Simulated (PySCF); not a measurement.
Isomers of C3H6OS. Level of theory: PBE0-D3(BJ)/def2-SVP geometry optimisation, gas phase (PySCF 2.14.0). One conformer each; no zero-point energy, no entropy. No frequencies were run at this level. Point groups hold within 0.08 Å.

Problem. Rank from lowest to highest electronic energy at this level (kcal/mol).
A. `[CH3:1][O:2][CH2:3][CH:4]=[S:5]` with C1–O2–C3–C4 -179°, O2–C3–C4–S5 -178°
B. `[CH2:1]=[CH:2][S@@:3]([CH3:4])=[O:5]` with C1–C2–S3–C4 -117°
C. `[CH3:1][C:2](=[O:3])[CH2:4][SH:5]` with C1–C2–C4–S5 -77°, C2–C4–S5–H -61° (mercaptoacetone)

Solution. C (0.0), A (30.5), B (52.3).

As drawn, the lowest has a C=O bond and an S–H bond, which the highest lacks; the highest has an S=O bond and a C=C bond outside aromatic rings, which the lowest lacks.

```
       SMILES      E (Eh)  E rel (kcal/mol)  dipole (D)  point group      A, B, C (MHz)
     CC(=O)CS  -590.71957               0.0        1.71           C1   7106, 2459, 2132
       COCC=S  -590.67098              30.5        2.58      near Cs  27635, 1473, 1424
C=C[S@@](C)=O  -590.63618              52.3        3.64           C1   6386, 3526, 2727
```
